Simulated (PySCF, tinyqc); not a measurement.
RHF in the sto-3g basis, for BH, spin multiplicity 1, step by step. The lowest restricted solution is unstable here: a spin-polarised one lies 0.0093 hartree lower (PySCF). One step of it, computed by the program tinyqc.

Task: Iteration 2: building the Fock matrix. J_ij = sum D_kl (ij|kl), K_ij = sum D_kl (ik|jl); F = H + J - 0.5 K; E = tr D H + tr D J / 2 - 0.25 tr D K + E_nn.

D after iteration 1, lower triangle:
```
            1B 1s      1B 2s    1B 2px    1B 2py    1B 2pz     2H 1s
1B 1s    2.145567
1B 2s   -0.541998   2.069106
1B 2px   0.000000   0.000000  0.000000
1B 2py   0.000000   0.000000  0.000000  0.000000
1B 2pz   0.122440  -0.518499  0.000000  0.000000  0.746650
2H 1s   -0.033559  -0.093005  0.000000  0.000000  0.714722  0.780260
```

core Hamiltonian H = T + V (hartree), lower triangle:
```
             1B 1s      1B 2s     1B 2px     1B 2py     1B 2pz      2H 1s
1B 1s   -12.721069
1B 2s    -3.295056  -3.804030
1B 2px    0.000000   0.000000  -2.975881
1B 2py    0.000000   0.000000   0.000000  -2.975881
1B 2pz   -0.015034  -0.138634   0.000000   0.000000  -3.075123
2H 1s    -0.610199  -1.420297   0.000000   0.000000  -1.350155  -2.449512
```

Two-electron integrals (ij|kl) in chemists' order, unique and non-zero (hartree):
```
(11|11) 2.923513   (21|11) 0.518376   (21|21) 0.109262   (22|11) 0.744229
(22|21) 0.193177   (22|22) 0.544804   (31|31) 0.020264   (32|31) 0.029996
(32|32) 0.120346   (33|11) 0.742491   (33|21) 0.193240   (33|22) 0.544682
(33|33) 0.586773   (41|41) 0.020264   (42|41) 0.029996   (42|42) 0.120346
(43|43) 0.031630   (44|11) 0.742491   (44|21) 0.193240   (44|22) 0.544682
(44|33) 0.523513   (44|44) 0.586773   (51|51) 0.020264   (52|51) 0.029996
(52|52) 0.120346   (53|53) 0.031630   (54|54) 0.031630   (55|11) 0.742491
(55|21) 0.193240   (55|22) 0.544682   (55|33) 0.523513   (55|44) 0.523513
(55|55) 0.586773   (61|11) 0.094200   (61|21) 0.019796   (61|22) 0.035146
(61|33) 0.034977   (61|44) 0.034977   (61|51) 0.001421   (61|52) 0.002630
(61|55) 0.035504   (61|61) 0.003698   (62|11) 0.233839   (62|21) 0.061679
(62|22) 0.192182   (62|33) 0.186624   (62|44) 0.186624   (62|51) 0.006782
(62|52) 0.041830   (62|55) 0.203116   (62|61) 0.011936   (62|62) 0.094636
(63|31) 0.006083   (63|32) 0.028654   (63|53) 0.007744   (63|63) 0.010236
(64|41) 0.006083   (64|42) 0.028654   (64|54) 0.007744   (64|64) 0.010236
(65|11) 0.221491   (65|21) 0.059185   (65|22) 0.194605   (65|33) 0.184292
(65|44) 0.184292   (65|51) 0.011681   (65|52) 0.067230   (65|55) 0.215020
(65|61) 0.011991   (65|62) 0.112104   (65|65) 0.140333   (66|11) 0.396219
(66|21) 0.106436   (66|22) 0.375674   (66|33) 0.353522   (66|44) 0.353522
(66|51) 0.013943   (66|52) 0.114804   (66|55) 0.419521   (66|61) 0.020960
(66|62) 0.238622   (66|65) 0.306776   (66|66) 0.774606
```

nuclear repulsion = 1.99991387 hartree

Give: Coulomb J; exchange K; Fock matrix F; total energy of this density.

Result:

Coulomb J (hartree), lower triangle:
```
         1B 1s   1B 2s  1B 2px  1B 2py  1B 2pz   2H 1s
1B 1s   8.3809
1B 2s   1.6926  3.4545
1B 2px  0.0000  0.0000  3.4037
1B 2py  0.0000  0.0000  0.0000  3.4037
1B 2pz  0.0001  0.0603  0.0000  0.0000  3.5432
2H 1s   0.3085  1.2705  0.0000  0.0000  1.3257  2.7068
```

exchange K (hartree), lower triangle:
```
         1B 1s    1B 2s  1B 2px  1B 2py  1B 2pz   2H 1s
1B 1s   5.9468
1B 2s   1.0702   1.3359
1B 2px  0.0000   0.0000  0.2969
1B 2py  0.0000   0.0000  0.0000  0.2969
1B 2pz  0.0075  -0.0610  0.0000  0.0000  1.1016
2H 1s   0.2045   0.6235  0.0000  0.0000  0.7282  1.1794
```

Fock matrix F (hartree), lower triangle:
```
          1B 1s    1B 2s  1B 2px  1B 2py   1B 2pz    2H 1s
1B 1s   -7.3136
1B 2s   -2.1376  -1.0174
1B 2px   0.0000   0.0000  0.2794
1B 2py   0.0000   0.0000  0.0000  0.2794
1B 2pz  -0.0187  -0.0479  0.0000  0.0000  -0.0827
2H 1s   -0.4039  -0.4616  0.0000  0.0000  -0.3885  -0.3324
```

total energy of this density = -24.741791 hartree
